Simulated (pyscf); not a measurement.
This saddle point was located with ωB97X-D3(BJ)/def2-SVP in PySCF.

```xyz
13

C     -0.1749    -0.2111     0.1097
C      0.3542     0.6637    -1.0231
C     -0.9929     0.0280    -1.1561
H     -1.2635     0.2400     1.5122
H      0.2970    -1.2077     0.0939
H      0.4120     1.7535    -0.8829
H      1.1535     0.2832    -1.6722
H     -1.8859     0.6692    -1.1097
H     -1.0954    -0.7780    -1.8942
N     -0.9222     0.9037     2.3365
H     -0.0694     0.8056     1.6296
H     -0.7901     0.4381     3.2374
H     -1.3657     1.8216     2.4238
```
Charge 0, spin multiplicity 1.

Surface: singlet, charge 0. Lowest wavenumbers (cm⁻¹): 1607i, 105, 105, 151, 250.

### Question
Name the species on either side of this saddle.

### Answer
C₃H₆ (SMILES C1CC1) + NH₃ (SMILES N) <-> C₃H₆ (SMILES C1CC1) + NH₃ (SMILES N), a four-centre exchange read from left to right: C–H, H–N broken and C–H, H–N formed. At ωB97M-D3(BJ)/def2-TZVP it lies +78.0 kcal/mol from the left side and +78.0 kcal/mol from the right (each side as separated species at their lowest minima found). cyclopropane lies 6.6 kcal/mol over its isomer H₂C=CH–CH₃, and others may lie lower still (electronic energy, ωB97M-D3(BJ)). One saddle was located; it need not be the lowest between these sides.
